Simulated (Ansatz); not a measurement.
```xyz
10

C     1.2307   -1.1005    0.0022
N     0.1371   -0.3659    0.5941
C    -0.5130    0.4366   -0.1046
N    -1.6256    1.1218    0.2795
F    -0.2289    0.7102   -1.3981
H     0.9032   -1.7236   -0.8368
H     1.6663   -1.7539    0.7579
H     2.0200   -0.4379   -0.3684
H    -1.8025    1.9892   -0.1978
H    -1.7872    1.1239    1.2721
```

Charge 0, multiplicity 1.

Problem. List the PBE0/def2-TZVPP orbital energies in eV (the Gaussian-basis code of Ansatz). (An estimate is asked.)

Solution. Computed: Occupied: -674.55, -392.09, -390.69, -281.91, -278.53, -34.62, -26.75, -24.98, -19.63, -17.34, -15.60, -14.77, -13.88, -13.35, -11.77, -11.73, -11.26, -9.92, -7.64, -7.07. Lowest empty: 0.94, 1.24, 1.89, 2.54, 3.48, 3.75, 4.15, 4.32.
